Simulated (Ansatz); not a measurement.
# SiNH₂+ (triplet): the correlation ladder, def2-TZVPP

An exercise on one series of results from a longer session: the logs are not shown, and one member is left open.

Program: Ansatz 0.2.0, Gaussian basis. Level of theory: def2-TZVPP, core rule «outside noble gas», up to 6 orbitals frozen. These are calculated values, not measurements.

Plan: UHF; ROHF; CCSD(T) on UHF.

## The system

The geometry is a PBE0/def2-TZVP stationary point (not a proven minimum) of the parent state, kept for this charge and spin.

4 atoms, charge 1, spin multiplicity 3.

Atoms are counted from 1 here; the program's logs count them from 0.

Bond lengths: Si1–N2 1.726 Å, N2–H3 1.004 Å, N2–H4 1.004 Å. Angles: Si1–N2–H3 121.8°, Si1–N2–H4 121.8°, H3–N2–H4 116.4°.

The first run:

in.yaml reads:

```yaml
crystal:
  periodic: [false, false, false]
  atoms:
    - {symbol: Si, position_ang: [0.000000, 0.000000, 0.651167]}
    - {symbol: N, position_ang: [0.000000, 0.000000, -1.074836]}
    - {symbol: H, position_ang: [0.000000, -0.852806, -1.603987]}
    - {symbol: H, position_ang: [0.000000, 0.852806, -1.603987]}
basis:
  gaussian: {orbitals: def2-TZVPP}
total_charge: 1
magnetization: {spin_polarized: true, initial_magnetization: 2}
hamiltonian: {xc: hf}
output: {orbitals: {seedname: orbitals}}
```

Command:

```sh
$ ansatz run in.yaml --threads 1 --pin off --events-out ev --progress --plain --max-ram 4096MiB --backend cpu
```

Steps of the session up to this table: UHF; ROHF; CCSD(T) on UHF.

One of the session's tables, all rows but one given; the rest of the session is left out.

```
  method  from UCCSD(T) (kcal/mol)
    ROHF                   +183.44
     UHF                   +181.92
    UMP2                    +17.34
   UCCSD                         ?
UCCSD(T)                         0
```

Q: Estimate the row for UCCSD from the others.

The run gave: from UCCSD(T) (kcal/mol): +7.84. In the column «from UCCSD(T) (kcal/mol)» it lies between UCCSD(T) (0) and UMP2 (+17.34).
